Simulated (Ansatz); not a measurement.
1T (CdI2-type) SnSe2 was calculated with PBE-D3(BJ) (Ansatz, a first-principles code, plane waves, PAW).

Run with plane-wave cutoff 500 eV, 12×12×6 k mesh (along the axes of the cell as run), Fermi–Dirac smearing 0.05 eV, scalar-relativistic PAW data made under PBE.

Computed at the level's own relaxed cell.

What does this level give for the volume per atom, lattice parameter a and c axis length?


- volume per atom: 25.57 Å³/atom
- lattice parameter a: 3.840 Å
- c axis length: 6.008 Å

Measured, for comparison: lattice parameter c 6.14 Å (temperature not stated, no zero-point or thermal correction; as tabulated in Gonzalez and Oleynik (2016), arXiv:1609.04381). Computed (rounded) less measured: lattice parameter c -2.1 %.

Spin–orbit coupling is not included.

The computed numbers hold no vibrational or temperature effects.

The result took very roughly 120 core-seconds.
